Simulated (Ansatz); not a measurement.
GaP (zinc blende): values from a third-order Birch-Murnaghan fit to a volume scan beside measured ones. Computed values: PBEsol (plane waves to 420 eV, PAW, scalar-relativistic; Ansatz, a program for electronic structure). GaP was relaxed with its symmetry unable to fall.

```csv
quantity,reference,kind
Lattice constant a (Å),5.439,"measured, corrected to the static lattice"
Bulk modulus B₀ (GPa),89.6,"measured, corrected to the static lattice"
```

References as given in: Daniel Mejia-Rodriguez, S. B. Trickey, Physical Review B (2018), arXiv:1807.09216.

What does PBEsol give, and how far is that from the reference?


```csv
quantity,PBEsol,difference
Lattice constant a (Å),5.439,+0.0 %
Bulk modulus B₀ (GPa),84.9,-5.3 %
```

For the lattice constant a it lies within 0.3 % of the reference. PBEsol underestimates the bulk modulus B₀ by 5.3 %.

(A scan under strain: stresses follow from slopes of the energy per volume, elastic moduli from its curvatures.)
